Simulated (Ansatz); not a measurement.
**SiS (SMILES [Si-]#[S+]): B3LYP/cc-pVTZ**

Aim: the vertical ionisation energy of SiS at B3LYP/cc-pVTZ, from 2 runs. 

The results are computed with Ansatz 0.2.0.

43 further runs of the same task are left out: 43 set aside as unsound or not needed.

### Step 1. The molecule

The species is SiS (2 atoms), meant as a singlet with charge 0. SMILES: `[Si-]#[S+]`. The bond length is the measured one.

Bond lengths: Si1–S2 1.929 Å.

### Step 2. A single-point energy at B3LYP/cc-pVTZ

Input file run.yaml:

```yaml
crystal:
  periodic: [false, false, false]
  atoms:
    - {symbol: Si, position_ang: [0.000000, 0.000000, 0.000000]}
    - {symbol: S, position_ang: [0.000000, 0.000000, 1.929321]}
basis:
  gaussian: {orbitals: cc-pVTZ}
hamiltonian: {xc: {name: B3LYP}}
accuracy: high
output: {orbitals: {seedname: orbitals}}
```

Run with:

```bash
$ ansatz run run.yaml --threads 1 --pin off --max-ram 3480MiB --events-out events.jsonl --progress --plain --runs-dir runs
```

Standard output:

```text
Warning: RAYON_NUM_THREADS=1 ignored (pool sized by the plan → 1); use --threads N
Functional definition: B3LYP
  name "B3LYP"
  parameter a0 = 0.2
  parameter ax = 0.72
  parameter ac = 0.81
  exchange = (1 - a0 - ax)*slater_x + ax*b88_x + a0*exact_x
  correlation = (1 - ac)*vwn_rpa_c + ac*lyp_c
939 factors; integrals over basis functions are off by at most 3.3e-9 eV
mean field evaluation 1: about -18713.0851 eV, gradient 2.3e1 eV
mean field evaluation 2: about -18702.2136 eV, gradient 6.1e1 eV
mean field evaluation 4: about -18714.8475 eV, gradient 2.7e0 eV
mean field evaluation 8: about -18714.8690 eV, gradient 5.5e-2 eV
mean field evaluation 16: about -18714.8690 eV, gradient 8.8e-7 eV
mean field -18714.86904755 eV, -687.7587521035 hartree, gradient 6.5e-8 eV, S^2 0.000000; 0 other end points of the search recorded, 0 dependent functions left out
reference -18714.86907266 eV, -687.7587530263 hartree; 15, 15 occupied and 53, 53 virtual orbitals, 939 factors
Total energy: -18714.86907266 eV, -687.7587530263 hartree
```

It took 2.4 s on 1 thread of Arm Neoverse V1, shared host; peak memory 0.13 GiB.

### Step 3. The doublet cation

Input file in.yaml:

```yaml
basis:
  gaussian: {orbitals: cc-pVTZ}
crystal:
  periodic: [false, false, false]
  atoms:
    - {symbol: Si, position_ang: [0.000000, 0.000000, 0.000000]}
    - {symbol: S, position_ang: [0.000000, 0.000000, 1.929321]}
total_charge: 1
magnetization: {spin_polarized: true, initial_magnetization: 1}
hamiltonian: {xc: {name: B3LYP}}
accuracy: high
output: {orbitals: {seedname: orbitals}}
```

Run with:

```bash
$ ansatz run in.yaml --threads 1 --pin off --max-ram 3480MiB --events-out events.jsonl --progress --plain --runs-dir runs
```

Standard output (excerpt; [...] marks lines left out):

```text
Warning: RAYON_NUM_THREADS=1 ignored (pool sized by the plan → 1); use --threads N
[... 7 set-up lines as earlier in the session ...]
939 factors; integrals over basis functions are off by at most 3.3e-9 eV
mean field evaluation 1: about -18696.2439 eV, gradient 3.4e1 eV
mean field evaluation 2: about -18625.9925 eV, gradient 9.2e1 eV
mean field evaluation 4: about -18703.8208 eV, gradient 9.1e0 eV
mean field evaluation 8: about -18704.4426 eV, gradient 3.4e-1 eV
mean field evaluation 16: about -18704.4436 eV, gradient 1.3e-4 eV
mean field evaluation 32: about -18704.2897 eV, gradient 3.4e-2 eV
mean field -18704.44357074 eV, -687.3756228974 hartree, gradient 3.7e-9 eV, S^2 0.756809; 4 other end points of the search recorded, 0 dependent functions left out
reference -18704.44359700 eV, -687.3756238624 hartree; 15, 14 occupied and 53, 54 virtual orbitals, 939 factors
Total energy: -18704.44359700 eV, -687.3756238624 hartree
```

Run time: 12 s. Hardware: 1 thread of Arm Neoverse V1, shared host; peak memory 0.19 GiB.

### Step 4. Summary of results

Level: B3LYP/cc-pVTZ.

```
                                          quantity          value
                         singlet SiS: total energy  -687.75875 Eh
                          singlet SiS: HOMO energy       -7.81 eV
                          singlet SiS: LUMO energy       -2.46 eV
                        singlet SiS: HOMO–LUMO gap        5.34 eV
                      doublet cation: total energy  -687.37562 Eh
doublet cation: HOMO energy (highest over α and β)      -14.94 eV
 doublet cation: LUMO energy (lowest over α and β)      -13.05 eV
                              doublet cation: ⟨S²⟩          0.757
vertical ionisation energy (to the doublet cation)      10.425 eV
```

**Reading.** The vertical ionisation energy comes to 10.43 eV (240 kcal/mol). −ε(HOMO) before ionisation, 7.81 eV, is 2.62 eV below this ionisation energy.
